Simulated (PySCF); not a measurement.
**Potential energy of SiN along the bond**

Set-up: basis Si aug-pcseg-1, N aug-pcseg-1; no relativity; PySCF 2.14. Energies in eV from Si + N in their ground configurations at the same level. State: ²Σ⁺ (doublet), unpaired electrons σ ↑.

```csv
R (Å),revPBE
1.355,-2.681
1.418,-3.725
1.481,-4.333
1.529,-4.576
1.576,-4.678
1.623,-4.672
1.686,-4.537
1.765,-4.230
1.860,-3.746
1.986,-3.037
```

Question: Put a parabola through the three lowest points of the revPBE curve and estimate Re, k and ωe (reduced mass 9.332 u; 1 eV/Å² = 0.16022 mdyn/Å; ωe = 1302.8·√(k/μ) cm⁻¹).

Answer: Through R = 1.529, 1.576, 1.623 Å the second-order coefficient is 24.4 eV/Å², so Re ≈ 1.597 Å, k ≈ 7.83 mdyn/Å and ωe ≈ 1194 cm⁻¹. A polynomial fit of higher order to the unrounded revPBE energies gives Re = 1.596 Å, k = 6.95 mdyn/Å, ωe = 1124 cm⁻¹; anharmonicity and rounding make the difference.

The higher-order fit for each curve: revPBE: Re = 1.596 Å, ωe = 1124 cm⁻¹, De = 4.69 eV.

⟨S²⟩ of the unrestricted solution departs from its pure value on part of the curve, where spin states mix. The state was picked by a PBE0 search and need not be the measured ground state.
